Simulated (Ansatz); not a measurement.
`C=C1SC1F` + H₂ → `C=C1CS1` + H–F at 400 K and 1 bar (hydrogenolysis of a C–F bond).

Gas-phase electronic energies from Ansatz, PBE0-D4/def2-TZVP geometries. CBS: MP2 limit from def2 TZ/QZ plus the TZ coupled-cluster correction, frozen cores. This one scheme is used for every species.

```tsv
species	CCSD(T)/CBS energy (Eh)	H − E (kJ/mol)	S (J/(mol·K))
`C=C1SC1F`	-613.45712	160.6	326.6
H₂	-1.17544	38.0	139.0
`C=C1CS1`	-514.27785	177.5	304.1
H–F	-100.39570	36.5	182.2
```

H − E and S are ideal-gas, rigid-rotor, harmonic terms from PBE0-D4/def2-TZVP, for one conformer and one mirror image of each species. The MP2-based limit puts H₂ 0.8 mEh under its directly extrapolated value; such offsets cancel only in part. 1 Eh = 2625.50 kJ/mol, R = 8.31446 J/(mol·K).

Q: By hand: ΔE, ΔH, ΔS and ΔG.

A: ΔE = (-514.27785) + (-100.39570) − (-613.45712) − (-1.17544) = -0.04099 Eh = -107.6 kJ/mol. Δ(H − E) = 177.5 + 36.5 − 160.6 − 38.0 = 15.4, so ΔH = -92.2 kJ/mol. ΔS = 304.1 + 182.2 − 326.6 − 139.0 = 20.7 J/(mol·K). ΔG = -92.2 − 400 × (20.7)/1000 = -100.5 kJ/mol.

Q: By hand: the equilibrium constant, and the temperature at which ΔG would vanish if ΔH and ΔS stayed fixed.

A: log₁₀ K = −ΔG/(RT ln 10) = 13.1. ΔH and −TΔS have one sign here, so there is no such temperature.

ΔH outweighs TΔS. A doubt of 5 kJ/mol in ΔE shifts log₁₀ K by 0.7 here. Other conformers and mirror images would add mixing entropy, several J/(mol·K) or more a flexible species. These are equilibria of isolated gas molecules and say nothing of rates. Largest T1 diagnostic: 0.014 (customary marks: 0.02 for closed shells, 0.045 for open ones).
